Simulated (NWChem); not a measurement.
Program: NWChem. System: hydrogen fluoride (HF), charge 0, spin multiplicity 1, at a geometry optimised with B3LYP/def2-SVP. Level: MP2/def2-TZVPD, 1 core orbitals frozen.

Input file:

```
start mol
memory heap 200 mb stack 900 mb global 1100 mb
geometry units angstroms nocenter noautoz
  F      0.000000     0.000000     0.092475
  H      0.000000     0.000000    -0.832277
  symmetry group C2v
end
basis spherical
  * library def2-tzvpd
end
scf
  rhf
  nopen 0
  maxiter 100
  thresh 1e-7
  semidirect memsize 60000000 filesize 0
end
mp2
  freeze core 1
end
task mp2 energy
```

Part of the output:

```
             Northwest Computational Chemistry Package (NWChem) 7.3.0
             --------------------------------------------------------

                                NWChem Input Module
                                -------------------

 Scaling coordinates for geometry "geometry" by  1.889725989
 (inverse scale =  0.529177249)

 Turning off AUTOSYM since
 SYMMETRY directive was detected!

                             Geometry "geometry" -> ""
                             -------------------------

 Output coordinates in angstroms (scale by  1.889725989 to convert to a.u.)

  No.       Tag          Charge          X              Y              Z
 ---- ---------------- ---------- -------------- -------------- --------------
    1 F                    9.0000     0.00000000     0.00000000     0.09247500
    2 H                    1.0000     0.00000000     0.00000000    -0.83227700

 Effective nuclear repulsion energy (a.u.)       5.1501324041

            Nuclear Dipole moment (a.u.)
            ----------------------------
        X                 Y               Z
 ---------------- ---------------- ----------------
     0.0000000000     0.0000000000    -0.0000037795

      Symmetry information
      --------------------

 Group name             C2v
 Group number             16
 Group order               4
 No. of unique centers     2

      Symmetry unique atoms

     1    2


 Summary of "ao basis" -> "" (spherical)
 ------------------------------------------------------------------------------
       Tag                 Description            Shells   Functions and Types
 ---------------- ------------------------------  ------  ---------------------
 *                         def2-tzvpd                 on all atoms

 Summary of "ao basis" -> "ao basis" (spherical)
 ------------------------------------------------------------------------------
       Tag                 Description            Shells   Functions and Types
 ---------------- ------------------------------  ------  ---------------------
 F                         def2-tzvpd               14       40   6s4p3d1f
[...]
     1   1 0 0     -0.000000      0.000000      0.000000
     1   0 1 0     -0.000000      0.000000      0.000000
     1   0 0 1     -0.761899      0.000000     -0.000004

     2   2 0 0     -4.243449      0.000000      0.000000
     2   1 1 0     -0.000000      0.000000      0.000000
     2   1 0 1     -0.000000      0.000000      0.000000
     2   0 2 0     -4.243449      0.000000      0.000000
     2   0 1 1     -0.000000      0.000000      0.000000
     2   0 0 2     -2.598275      0.000000      2.748468

                   NWChem MP2 Semi-direct Energy/Gradient Module
                   ---------------------------------------------

  Basis functions       =     49
  Molecular orbitals    =     49
  Frozen core           =      1
  Frozen virtuals       =      0
  Active alpha occupied =      4
  Active beta occupied  =      4
  Active alpha virtual  =     44
  Active beta virtual   =     44
  Use MO symmetry       = T
  Use skeleton AO sym   = T

  AO/Fock/Back tols     =   1.0D-09  1.0D-09  1.0D-09

 GA uses MA = F    GA memory limited = T

 Available:
  local mem=  1.26D+08
 global mem=  1.44D+08
 local disk=  0.00D+00
  mp2_memr nvloc                    44
  nvloc new                    44
   1 passes of   4:        3145728                      13694                    737212.
   1 passes of   4: M    126153695           G      144174398           F     123007967.

 Semi-direct pass number   1 of   1  for RHF alpha+beta  at        0.3s
  vrange nnbf                  1225
  mp2_eaftype                    10  avail_ma_in_mb                  1099
 EAF : mp2_eaftype filesize          10     368606.
  mp2_eaf for mointskh                     10
Node 0 wrote      1.7 Mb in      0.0 s     Agg I/O rate:  1604.8 Mb/s
 Done moints_semi at        0.6s
  mp2_eaftype                    10  avail_ma_in_mb                  1089
 EAF : mp2_eaftype filesize          10     368606.
  mp2_eaf for kh                    10
 Done maket at        0.6s
 Done multipass loop at        0.6s

          -------------------------------------------
          SCF energy                -100.064534379856
          Correlation energy          -0.270896110944
          Singlet pairs               -0.166655261795
          Triplet pairs               -0.104240849149
          Total MP2 energy          -100.335430490800
          -------------------------------------------

          ---------------------------------------------------
                    Spin Component Scaled (SCS) MP2
          Same spin pairs                     -0.069493899433
          Same spin scaling factor             0.333333333333
          Opposite spin pairs                 -0.201402211511
          Opposite spin scaling fact.          1.200000000000
          SCS-MP2 correlation energy          -0.264847286958
          Total SCS-MP2 energy              -100.329381666814
          ---------------------------------------------------

 -----------------------
 Performance information
 -----------------------

 Timer overhead =  1.98D-07 seconds/call

               Nr. of calls         CPU time (s)                 Wall time (s)                GFlops
             ---------------    -------------------     ------------------------------   -------------------
Name         Min   Avg   Max    Min     Avg     Max     Min     Avg     Max   Mx/calls   Min     Max     Sum
mp2: moin     1     1     1   0.30    0.30    0.30     0.30    0.30    0.30    0.30      0.0     0.0     0.0
mp2: make     1     1     1   1.71E-2 1.71E-2 1.71E-2  1.71E-2 1.71E-2 1.71E-2 1.71E-2   0.0     0.0     0.0
mp2: tota     1     1     1   0.36    0.36    0.36     0.36    0.36    0.36    0.36      0.0     0.0     0.0

 The average no. of pstat calls per process was 3.00D+00
 with a timing overhead of 5.95D-07s

 Task  times  cpu:        0.6s     wall:        0.6s

 Total times  cpu:        0.6s     wall:        0.6s
```
